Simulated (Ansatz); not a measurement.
Cost and result for the atomization energy of `[BH3-][OH2+]` (7 atoms, 6 bonds).

The species carries charge 0 and has multiplicity 1. The geometry is a stationary point of PBE0-D4/def2-TZVP. Program: Ansatz. All runs use 4 threads of an Arm Neoverse V1 on a shared host. Times are those of one run each, without the atoms' runs, and a repeat can differ threefold. Electronic energies, without spin–orbit coupling; frozen cores. CCSD(T)/CBS extrapolates def2-TZVPP and def2-QZVPP, and its time is that of the two runs behind it. T1 = 0.009. B3LYP takes the VWN-RPA correlation (the form of Gaussian; ORCA's B3LYP/G).

CCSD(T)/CBS is a level of theory with its own doubt, some kJ/mol a heavy atom from the limit and from the frozen cores, so smaller differences don't rank the functionals.

```json
{"level": "LDA (SPW92)/def2-TZVPP", "functions": "132", "wall time": "0.3 s"}
{"level": "CCSD(T)/def2-SVP", "functions": "53", "wall time": "0.3 s"}
{"level": "revPBE-D4/def2-TZVPP", "functions": "132", "wall time": "0.5 s"}
{"level": "BLYP-D4/def2-TZVPP", "functions": "132", "wall time": "0.55 s"}
{"level": "PBE-D4/def2-TZVPP (with forces)", "functions": "132", "wall time": "0.6 s"}
{"level": "CAM-B3LYP-D4/def2-TZVPP", "functions": "132", "wall time": "0.65 s"}
{"level": "B3LYP-D4/def2-TZVPP (with forces)", "functions": "132", "wall time": "0.75 s"}
{"level": "PBE-QIDH/def2-TZVPP", "functions": "132", "wall time": "0.85 s"}
{"level": "r2SCAN-D4/def2-TZVPP (with forces)", "functions": "132", "wall time": "1.1 s"}
{"level": "ωB97M-V/def2-TZVPP (with forces)", "functions": "132", "wall time": "2.2 s"}
{"level": "CCSD(T)/def2-TZVPP", "functions": "132", "wall time": "3.4 s"}
{"level": "CCSD(T)/def2-QZVPP", "functions": "264", "wall time": "54 s"}
{"level": "CCSD(T)/CBS(def2)", "functions": "–", "wall time": "57 s"}
```

Question: What atomization energy does each give, and how far from CCSD(T)/CBS? (Best estimate.)

Answer: Ansatz gave: 
```
                             level  atomization (kcal/mol)  difference from CCSD(T)/CBS  per bond
            LDA (SPW92)/def2-TZVPP                   598.3                         70.1      11.7
                  CCSD(T)/def2-SVP                   503.2                        -25.0      -4.2
              revPBE-D4/def2-TZVPP                   519.9                         -8.3      -1.4
                BLYP-D4/def2-TZVPP                   528.1                         -0.1       0.0
   PBE-D4/def2-TZVPP (with forces)                   531.5                          3.3       0.5
           CAM-B3LYP-D4/def2-TZVPP                   533.5                          5.3       0.9
 B3LYP-D4/def2-TZVPP (with forces)                   530.5                          2.3       0.4
               PBE-QIDH/def2-TZVPP                   522.2                         -6.0      -1.0
r2SCAN-D4/def2-TZVPP (with forces)                   529.7                          1.5       0.3
  ωB97M-V/def2-TZVPP (with forces)                   531.6                          3.4       0.6
                CCSD(T)/def2-TZVPP                   518.6                         -9.6      -1.6
                CCSD(T)/def2-QZVPP                   524.2                         -4.0      -0.7
                 CCSD(T)/CBS(def2)                   528.2                          0.0       0.0
```

Leaving LDA and LC-ωPBE aside and taking each functional with its dispersion term where it has one, the values, not all of them listed here, spread over 16.2 kcal/mol, from BHLYP-D4 to CAM-B3LYP-D4. LDA lies +68.1 kcal/mol from PBE without D4, its usual overbinding. From BLYP to BHLYP (50 % exact exchange), in def2-TZVPP and without D4, the atomization energy moves by −9.1 kcal/mol: exact exchange takes away binding that semilocal exchange gives to molecules. The D4 term adds +2.0 kcal/mol with B3LYP and +1.0 kcal/mol with PBE0; it sums over pairs of atoms, weighted by their polarisabilities, and B3LYP, whose exchange is more repulsive, gets the larger term.
